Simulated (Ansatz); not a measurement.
Molecule: C3H9O, charge 1, multiplicity 1. It need not be the lowest isomer of its formula. SMILES: C[OH+]CC
Geometry from a B3LYP-D3(BJ)/def2-TZVP (Ansatz, a program for electronic structure) optimisation:
```
C
H 1 1.0864
H 1 1.0888 2 110.98
C 1 1.4990 2 113.86 3 -130.58
H 4 1.0893 1 111.73 2 -53.62
H 4 1.0919 5 108.01 1 -118.26
H 4 1.0920 5 110.05 6 -116.55
O 1 1.5238 2 102.63 3 112.70
H 8 0.9737 1 110.65 2 165.96
C 8 1.4854 9 111.90 1 -133.10
H 10 1.0846 8 105.52 9 -170.56
H 10 1.0854 11 111.12 8 -114.47
H 10 1.0871 11 112.19 12 -126.91
```
Charge +1, spin multiplicity 1.

Parts of the frozen-core correlation energy in 6-31G (Ansatz, hartree). Frozen orbitals: 4; correlated occupied orbitals by spin: 13 and 13; virtual: 37 and 37. Spin-orbit coupling is left out. No relativistic terms.

```
term                            value
-------------------------  ----------
reference (HF)             -193.35187
MP2 opposite-spin                   …
MP2 same-spin                       …
CCSD correlation                    …
(T)                          -0.00862
T1 diagnostic                   0.009
largest doubles amplitude       0.027
```

Q: What belongs in the gaps?

A: 
- MP2 opposite-spin, value: -0.30784
- MP2 same-spin, value: -0.08243
- CCSD correlation, value: -0.43657
